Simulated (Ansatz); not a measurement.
Width of the whole s-p valence band (eV) of solids drawn from the class of alkali halides, at two levels: PBE (Ansatz, a first-principles code, plane waves, PAW), and B3LYP (VWN-RPA form) (plane waves, PAW; Ansatz).

```json
[
 {"solid": "rock-salt NaCl", "PBE": "12.66", "B3LYP (VWN-RPA form)": "13.63"},
 {"solid": "rock-salt LiBr", "PBE": "13.44", "B3LYP (VWN-RPA form)": "?"},
 {"solid": "rock-salt NaI", "PBE": "11.02", "B3LYP (VWN-RPA form)": "11.85"},
 {"solid": "rock-salt LiF", "PBE": "19.97", "B3LYP (VWN-RPA form)": "21.13"},
 {"solid": "rock-salt LiCl", "PBE": "13.38", "B3LYP (VWN-RPA form)": "14.40"},
 {"solid": "rock-salt NaF", "PBE": "18.95", "B3LYP (VWN-RPA form)": "20.17"}
]
```

Task: Estimate the withheld B3LYP (VWN-RPA form) value from the other rows.

Result: One way: carry over the typical difference. The differences B3LYP (VWN-RPA form) − PBE of the other rows, in order: 0.83, 0.97, 1.02, 1.16, 1.22; median 1.02. Rock-salt LiBr: 13.44 + (1.02) = 14.46 eV; the run gives 14.42 eV. The differences spread from 0.83 to 1.22.

Over all 6 rows B3LYP (VWN-RPA form) is the larger in 6.

Spin–orbit coupling is left out, also for the solids with elements from indium on (rock-salt NaI); its size isn't shown.

Cells: PBE at the measured cell; B3LYP (VWN-RPA form) at the measured cell. Ansatz's density-functional and Hartree–Fock values are scalar-relativistic unless marked +SOC, with PAW data made under PBE.
